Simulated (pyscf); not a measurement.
Elementary routes open to H₃C–Al(OH)–OH (SMILES [CH3][Al]([OH])[OH]) + H• (SMILES [H]) in the gas phase (doublet surface):
A. CH₄ (SMILES C) + [HO–Al–OH]• (SMILES [OH][Al][OH]) (Al–C broken; C–H formed)
B. •H₂C–Al(OH)–OH (SMILES [CH2][Al]([OH])[OH]) + H₂ (SMILES [H][H]) (C–H broken; H–H formed)

Optimised with ωB97X-D3(BJ)/def2-SVP in PySCF.

Q: Rank the routes by free-energy barrier at 900 K, lowest first, for ωB97M-D3(BJ)/def2-TZVP energies (ideal gas, 1 atm, RRHO with modes under 100 cm⁻¹ raised to 100, one conformer, R ln 2 for chiral ones without a mode under 150 cm⁻¹).

A: B (29.4 kcal/mol), A (44.7 kcal/mol)

Route B is the fastest of these, ahead of the next by 15.3 kcal/mol. The most stable products are those of A (ΔG = -22.0 kcal/mol), whose barrier is 15.3 kcal/mol higher: the kinetic and the thermodynamic product differ. At 298 K B is still the fastest. Only these routes are compared; each barrier is that of the saddle found, and lower ones may exist.
